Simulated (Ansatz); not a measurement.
Input (CCSDT(Q)/aug-cc-pVDZ; Ansatz, a program for electronic structure):

Ansatz 0.2 input:
```yaml
crystal:
  periodic: [false, false, false]
  atoms:
    - {symbol: C, position_ang: [-1.19957717, -0.01112594, -0.00003022]}
    - {symbol: N, position_ang: [1.40071483, 0.12986206, 0.00001478]}
    - {symbol: H, position_ang: [-1.42666017, -0.51293194, 0.93305678]}
    - {symbol: H, position_ang: [-1.41990717, -0.59138194, -0.88814322]}
    - {symbol: H, position_ang: [-1.52023717, 1.02280606, -0.04578322]}
    - {symbol: H, position_ang: [0.18892583, 0.12689606, 0.00100078]}
    - {symbol: H, position_ang: [1.57033783, -0.88766694, -0.00005322]}
basis:
  gaussian:
    orbitals: aug-cc-pVDZ
magnetization: {spin_polarized: true, initial_magnetization: 2}
correlation: {method: ccsdt_q, electrons: outside_noble_gas}
```

Output:

```
Functional definition: HF
integrals: 0.22 GiB planned
1476 factors; integrals over basis functions are off by at most 2.5e-7 eV
mean field: 0.25 GiB planned
mean field evaluation 1: about -2586.1577 eV, gradient 1.7e1 eV
mean field evaluation 2: about -2586.1582 eV, gradient 1.7e1 eV
mean field evaluation 4: about -2587.9860 eV, gradient 2.3e0 eV
mean field evaluation 8: about -2588.0627 eV, gradient 1.7e-1 eV
mean field evaluation 16: about -2588.0485 eV, gradient 9.0e-1 eV
mean field evaluation 32: about -2585.1896 eV, gradient 1.4e-2 eV
mean field evaluation 64: about -2585.1847 eV, gradient 4.5e-1 eV
mean field -2588.06366477 eV, -95.1095854276 hartree, gradient 3.2e-6 eV, S^2 2.056730; 1 other end points of the search recorded, 0 dependent functions left out
determinant -2588.06366477 eV, -95.1095854276 hartree, with singles and doubles -2597.43189418 eV, -95.4538615086 hartree
determinant -2585.18964825 eV, -95.0039672688 hartree, with singles and doubles -2594.62623285 eV, -95.3507553563 hartree
2 core orbitals not correlated
reference -2588.06366477 eV, -95.1095854276 hartree; 8, 6 occupied and 81, 83 virtual orbitals, 1476 factors
second order -8.19616313 eV of doubles, -0.00000000 eV of singles
coupled cluster: 6.81 GiB planned
cycle   1  -8.98710332 eV  change   -7.9e-1 eV  update   8.2e-2
cycle   2  -9.48167255 eV  change   -4.9e-1 eV  update   3.5e-2
cycle   3  -9.68942386 eV  change   -2.1e-1 eV  update   2.0e-2
cycle   4  -9.66814971 eV  change    2.1e-2 eV  update   7.1e-3
cycle   5  -9.66700659 eV  change    1.1e-3 eV  update   4.1e-3
cycle   6  -9.67116095 eV  change   -4.2e-3 eV  update   1.8e-3
cycle   7  -9.67197925 eV  change   -8.2e-4 eV  update   1.1e-3
cycle   8  -9.67201102 eV  change   -3.2e-5 eV  update   5.5e-4
cycle   9  -9.67226017 eV  change   -2.5e-4 eV  update   2.7e-4
cycle  10  -9.67218966 eV  change    7.1e-5 eV  update   1.2e-4
cycle  11  -9.67208260 eV  change    1.1e-4 eV  update   6.2e-5
cycle  12  -9.67213465 eV  change   -5.2e-5 eV  update   3.2e-5
cycle  13  -9.67214613 eV  change   -1.1e-5 eV  update   1.5e-5
cycle  14  -9.67215994 eV  change   -1.4e-5 eV  update   7.9e-6
cycle  15  -9.67216669 eV  change   -6.8e-6 eV  update   3.6e-6
cycle  16  -9.67216664 eV  change    5.7e-8 eV  update   1.8e-6
cycle  17  -9.67216661 eV  change    2.3e-8 eV  update   9.2e-7
perturbative correction -0.01513894 eV, -0.0005563456 hartree
Total energy: -2597.75097032 eV, -95.4655873403 hartree
```

The determinant is spin-contaminated: <S^2> is 2.06, 0.06 over the pure value.
